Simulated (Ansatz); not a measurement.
System: fcc Ag. Method: LDA (PAW; Ansatz, a program for electronic structure).

Numerical settings: plane-wave cutoff 520 eV, 20×20×20 k mesh, Fermi–Dirac smearing 0.1 eV, perturbation theory, no spin polarisation, scalar-relativistic PAW data made under PBE.

The cell has the measured lattice parameters. Conventional cell: a = 4.0860 Å, b = 4.0860 Å, c = 4.0860 Å, α = 90.00°, β = 90.00°, γ = 90.00°.

Harmonic phonon frequencies (cm⁻¹; i marks an imaginary mode):

| q point | frequencies |
|---|---|
| X | [?] |
| L | 71 71 158 |
| W | 100 129 129 |

Task: What belongs in the gaps?

Result: 
- X, frequencies: 105 105 156

No imaginary mode appears at these points.

Note: the cell isn't this level's own, so it is under some stress, which shifts stiffness and frequencies.
